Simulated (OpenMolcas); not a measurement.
# BCl (SMILES [B]Cl): methods side by side

BCl has 2 atoms, charge 0, and is taken as a singlet. SMILES: `[B]Cl`. The coordinates come from a GFN2-xTB relaxation.

```xyz
2

B     0.0000    0.0000    0.0000
Cl    0.0000    0.0000    1.5785
```

Quantity: the energy change with the B1–Cl2 bond stretched from 1.579 to 3.006 Å, in eV. The values are calculated.

```json
{"level": "HF/STO-3G (restricted)", "kind": "Hartree–Fock", "program": "OpenMolcas", "value (eV)": "4.09", "less FCI/STO-3G": "+0.82"}
{"level": "SVWN5/STO-3G (restricted)", "kind": "LDA", "program": "OpenMolcas", "value (eV)": "3.41", "less FCI/STO-3G": "+0.14"}
{"level": "r2SCAN/STO-3G (restricted)", "kind": "meta-GGA", "program": "OpenMolcas", "value (eV)": "3.25", "less FCI/STO-3G": "-0.02"}
{"level": "B3LYP/STO-3G (restricted)", "kind": "global hybrid", "program": "OpenMolcas", "value (eV)": "3.25", "less FCI/STO-3G": "-0.02"}
{"level": "B2PLYP/STO-3G (restricted)", "kind": "double hybrid", "program": "OpenMolcas", "value (eV)": "3.42", "less FCI/STO-3G": "+0.15"}
{"level": "CASPT2(2,2)/STO-3G", "kind": "multireference", "program": "OpenMolcas", "value (eV)": "3.56", "less FCI/STO-3G": "+0.29"}
{"level": "SC-NEVPT2(2,2)/STO-3G", "kind": "multireference", "program": "OpenMolcas", "value (eV)": "3.50", "less FCI/STO-3G": "+0.23"}
{"level": "ACPF/STO-3G (restricted)", "kind": "coupled cluster or CI", "program": "OpenMolcas", "value (eV)": "3.02", "less FCI/STO-3G": "-0.25"}
{"level": "FCI/STO-3G", "kind": "exact in the basis", "program": "OpenMolcas", "value (eV)": "3.27", "less FCI/STO-3G": "0.00"}
```

FCI/STO-3G is exact within its basis and frozen core, so for wave-function methods in that basis the difference is their error; functionals converge differently with the basis, so for them it is only a difference. Spin-restricted single references rise too steeply as a bond breaks, Hartree–Fock most of all. The first shape isn't each level's own minimum. The values span 3.02 to 4.09 eV. All rows use very small basis sets, so even the best lies far from the true value.
